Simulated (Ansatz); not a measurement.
Ansatz (a first-principles code) input (CCSD(T)/cc-pwCVTZ): A basis named .json is the Basis Set Exchange file of that set (core-valence sets with the plain set on hydrogen).

Ansatz 0.2 input:
```yaml
crystal:
  periodic: [false, false, false]
  atoms:
    - {symbol: S, position_ang: [0.00184013, 0.00030176, 0.10309296]}
    - {symbol: H, position_ang: [-0.00752722, 0.96781232, -0.82771199]}
    - {symbol: H, position_ang: [-0.02191490, -0.97264043, -0.82177540]}
basis:
  gaussian:
    orbitals: cc-pwCVTZ.json
magnetization: {spin_polarized: false}
correlation: {method: ccsd_t, electrons: outside_noble_gas}
```

Output:

```
Functional definition: HF
integrals: 0.07 GiB planned
492 factors; integrals over basis functions are off by at most 7.5e-4 eV
mean field: 0.14 GiB planned
mean field evaluation 1: about -10849.0228 eV, gradient 1.1e1 eV
mean field evaluation 2: about -10849.0242 eV, gradient 1.1e1 eV
mean field evaluation 4: about -10849.5848 eV, gradient 1.5e0 eV
mean field evaluation 8: about -10849.5988 eV, gradient 2.6e-5 eV
mean field evaluation 16: about -10849.5843 eV, gradient 1.5e0 eV
mean field -10849.59879338 eV, -398.7154015344 hartree, gradient 3.7e-6 eV, S^2 0.000000; 0 other end points of the search recorded, 0 dependent functions left out
5 core orbitals not correlated
reference -10849.59879338 eV, -398.7154015344 hartree; 4, 4 occupied and 78, 78 virtual orbitals, 492 factors
second order -5.26140794 eV of doubles, -0.00000000 eV of singles
coupled cluster: 0.19 GiB planned
cycle   1  -5.73091455 eV  change   -4.7e-1 eV  update   4.9e-2
cycle   2  -5.90239545 eV  change   -1.7e-1 eV  update   1.6e-2
cycle   3  -5.91210624 eV  change   -9.7e-3 eV  update   3.9e-3
cycle   4  -5.91130225 eV  change    8.0e-4 eV  update   1.1e-3
cycle   5  -5.91096257 eV  change    3.4e-4 eV  update   2.4e-4
cycle   6  -5.91095976 eV  change    2.8e-6 eV  update   7.0e-5
cycle   7  -5.91096100 eV  change   -1.2e-6 eV  update   2.0e-5
cycle   8  -5.91095792 eV  change    3.1e-6 eV  update   5.7e-6
perturbative correction -0.22479989 eV, -0.0082612436 hartree
Total energy: -10855.73455119 eV, -398.9408864751 hartree
```
